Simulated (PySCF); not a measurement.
Protonated nitrous oxide, HN₂O (charge +1).
SMILES with atom numbers: `[NH:1]=[N+:2]=[O:3]` (hydrogens: H4 on N1)

The same species was optimised twice, with GFN2-xTB and with PBE0-D3(BJ)/def2-SVP (PySCF), and the same property calculations (PySCF, gas phase) were run on both structures.

```csv
coordinate,GFN2-xTB,PBE0-D3(BJ)/def2-SVP,change
N2=O3 (Å),1.107,1.132,+0.025
N1–H4 (Å),1.010,1.027,+0.017
N1=N2 (Å),1.116,1.121,+0.005
N2–N1–H4 (°),179.8,178.8,-1.0
N1–N2–O3 (°),179.9,179.8,-0.1
```

Rotational constants: B = 12147 MHz (linear) (GFN2-xTB) against B = 11823 MHz (linear) (PBE0-D3(BJ)/def2-SVP). Point groups within 0.08 Å: C∞v and C∞v.

On the GFN2-xTB structure: HOMO (eV) -18.42 [PBE0/pcSseg-1]; LUMO (eV) -8.61 [PBE0/pcSseg-1]; GIAO shielding of N1 (ppm) 193.3 [PBE0/pcSseg-1]; GIAO shielding of N2 (ppm) 39.3 [PBE0/pcSseg-1]; GIAO shielding of O3 (ppm) 166.3 [PBE0/pcSseg-1].

Q: What do these properties become on the PBE0-D3(BJ)/def2-SVP structure?

A: 
```
                                    property          level  on GFN2-xTB  on PBE0-D3(BJ)/def2-SVP  change
                                   HOMO (eV)  PBE0/pcSseg-1       -18.42                   -18.36   +0.06
                                   LUMO (eV)  PBE0/pcSseg-1        -8.61                    -8.82   -0.21
energy, GFN2-xTB geometry as zero (kcal/mol)  PBE0/pcSseg-1          0.0                     -1.2    -1.2
                  GIAO shielding of N1 (ppm)  PBE0/pcSseg-1        193.3                    182.1   -11.2
                  GIAO shielding of N2 (ppm)  PBE0/pcSseg-1         39.3                     31.9    -7.4
                  GIAO shielding of O3 (ppm)  PBE0/pcSseg-1        166.3                    149.8   -16.5
```

The heavy atoms differ by 0.013 Å rms after alignment. Among all bonds N2=O3 changes most (+0.025 Å). Changes are differences of the printed values. Neither structure is proved a minimum here. Geometry: PBE0-D3(BJ)/def2-SVP; no solvent, vibrations or thermal averaging.
